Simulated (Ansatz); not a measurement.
One stationary structure of BAs. Method: PBEsol (plane waves to 420 eV, PAW, scalar-relativistic; Ansatz, an electronic-structure program).

```xyz
2
Lattice="0.0000 2.3839 2.3839 2.3839 0.0000 2.3839 2.3839 2.3839 0.0000" Properties=species:S:1:pos:R:3 pbc="T T T"
B      2.3839     2.3839     2.3839
As     1.1919     1.1919     1.1919
```

Question: Find the space group and the Wyckoff positions (tolerance 0.01 Å).

Answer: Space group F-43m (No. 216); a = b = c = 4.7678 Å, α = β = γ = 90.00°

| atom | site | symmetry | x | y | z |
|---|---|---|---|---|---|
| B | 4b | -43m | 0.5000 | 0.5000 | 0.5000 |
| As | 4d | -43m | 0.7500 | 0.7500 | 0.7500 |

This is the zinc blende type.

Question: Give the shortest distances between elements (the closest pairs, up to four, under 3.6 Å).

Answer: As–B 2.06 Å; B–B 3.37 Å; As–As 3.37 Å.

```json
{
 "volume_per_atom": "13.55 Å³",
 "density": "5.25 g/cm³",
 "band_gap": "1.08 eV, indirect (valence top at Γ, conduction bottom at 82 % of the way from Γ to X) (no spin-orbit coupling)",
 "smallest_direct_gap": "3.25 eV at Γ"
}
```

No spin polarisation in the result.

Measured for BAs: a 4.777 Å (room temperature; as listed in M J Lucero, T M Henderson, G E Scuseria, Journal of Physics Condensed Matter (2012)); gap 1.82 eV (room temperature; as listed in Joon Sang Kang et al., Applied Physics Letters (2019)). Computed minus measured — a: PBEsol -0.2 %; gap: PBEsol -0.74 eV. The computed values are for a static lattice, and a measured gap can be an optical one, lowered by exciton binding.

The run could not lose the symmetry of its start; a randomly shaken copy of 4 atoms returns to this structure.
